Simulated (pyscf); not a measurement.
Routes from Cl• + F–C(Cl)(Cl)–Cl

Candidate steps break at most two bonds and form at most two. Each was searched with GFN2-xTB (tblite) first. Structures and frequencies: ωB97X-D3(BJ)/def2-SVP in PySCF. Energies: ωB97M-D3(BJ)/def2-TZVP, kcal/mol, from the separated reactants, doublet surface; ΔG‡ with ideal gas, 1 atm, RRHO with modes under 100 cm⁻¹ raised to 100, one conformer, R ln 2 for chiral ones without a mode under 150 cm⁻¹.

| products | type | ΔE‡ | ΔE | ΔG‡ 298 K | ΔG‡ 900 K | ν‡ (cm⁻¹) |
|---|---|---|---|---|---|---|
| F–Cl + Cl–C•(Cl)–Cl | atom transfer | 52.8 | +44.6 | 58.1 | 71.4 | 665i |
| Cl–C(Cl)(Cl)–Cl + F• | substitution at C | 76.8 | +37.7 | 83.0 | 98.0 | 1687i |

Row 2: On the product side the descent ends in what is likely a three-electron adduct, which functionals tend to overbind, 5.0 kcal/mol under the separated species and 46.3 kcal/mol under the saddle at ωB97X-D3(BJ)/def2-TZVP. 

Plain bond fissions and candidates not yet searched are not listed, and one of them may be faster. Each barrier is that of the saddle found; lower ones may exist. Left out: orbital degeneracy and the spin-orbit lowering of Cl, F.
